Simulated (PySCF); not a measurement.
# MgH at other levels of theory

Starting from one script, swap the method and compare what comes out for MgH.

Method: method and basis as typed in the scripts; program: PySCF 2.14.0.

1 further run of the same task is left out (it didn't finish).

**1. The starting structure**

MgH: 2 atoms, charge 0, spin multiplicity 2.

Bond lengths: Mg1–H2 1.675 Å.

**2. The base run**

Contents of input.py:

```python
from pyscf import gto, scf, cc

mol = gto.M(
    atom='Mg 0 0 0; H 0 0 1.675',
    basis='def2-svp',
    charge=0,
    spin=1,
    verbose=4,
)
mf = scf.UHF(mol)
mf.kernel()
mycc = cc.CCSD(mf, frozen=1)
mycc.kernel()
mycc.ccsd_t()
mf.dip_moment()
print('orbital energies (hartree):', [e[max(0, n-3):n+3].round(4) for e, n in zip(mf.mo_energy, mol.nelec)])
```

Run with:

```
OMP_NUM_THREADS=1 python input.py
```

The log of this run is left out.

In short: E(SCF) = -200.075945 Eh, 9 cycles, E(CCSD) − E(SCF) = -0.04006 Eh, (T) = -0.00057 Eh, ⟨S²⟩ = 0.758, μ = 1.28 D (of the SCF density).

The bond length is a typed value, not an optimised one.

**3. Geometry optimisation**

Run 1 changes step after the SCF: ccsd(t) → optimize.

Contents of input.py:

```python
from pyscf import gto, scf
from pyscf.geomopt.geometric_solver import optimize

mol = gto.M(
    atom='Mg 0 0 0; H 0 0 1.675',
    basis='def2-svp',
    charge=0,
    spin=1,
    verbose=4,
)
mf = scf.UHF(mol)
mf.kernel()
mol_eq = optimize(mf, maxsteps=30)
print('optimised geometry (angstrom)')
print(mol_eq.tostring('raw'))
print('orbital energies (hartree):', [e[max(0, n-3):n+3].round(4) for e, n in zip(mf.mo_energy, mol.nelec)])
```

Run with:

```
OMP_NUM_THREADS=1 python input.py
```

**4. CISD**

Run 2 changes step after the SCF: ccsd(t) → cisd.

Changes to input.py since step 2:

```diff
@@ -1,2 +1,2 @@
-from pyscf import gto, scf, cc
+from pyscf import gto, scf, ci
 
@@ -11,5 +11,3 @@
 mf.kernel()
-mycc = cc.CCSD(mf, frozen=1)
-mycc.kernel()
-mycc.ccsd_t()
+ci.CISD(mf, frozen=1).kernel()
 mf.dip_moment()
```

**5. TDA**

Run 3 changes step after the SCF: ccsd(t) → tda; number of roots: none → 5.

Changes to input.py since step 2:

```diff
@@ -1,2 +1,2 @@
-from pyscf import gto, scf, cc
+from pyscf import gto, scf, tdscf
 
@@ -11,5 +11,6 @@
 mf.kernel()
-mycc = cc.CCSD(mf, frozen=1)
-mycc.kernel()
-mycc.ccsd_t()
+td = tdscf.TDA(mf)
+td.nstates = 5
+td.kernel()
+td.analyze()
 mf.dip_moment()
```

What does the calculation give? Wanted: for each run, E(SCF); from base; gap, α spin; SCF dipole; after the SCF.

As calculated:

| run | E(SCF) (hartree) | from base (eV) | cycles | gap, α spin (eV) | SCF dipole (D) | after the SCF |
| --- | --- | --- | --- | --- | --- | --- |
| base | -200.075945 | 0 | 9 | 8.05 | 1.28 | CCSD(T) correlation -1.106 eV, core frozen |
| geometry optimisation | -200.075945 | 0.0000 | 9 | 8.05 | n/a | bond 1.736 Å, -0.017 eV |
| CISD | -200.075945 | 0.0000 | 9 | 8.05 | 1.28 | CISD correlation -1.085 eV, core frozen |
| TDA | -200.075945 | 0.0000 | 9 | 8.05 | 1.28 | lowest root found 2.59 eV |

SCF columns refer to the geometry typed in the script.

On the same reference and core, CCSD(T) gains 1.11 eV in 1.5 s; CISD reaches 98 % of that in 1.2 s.
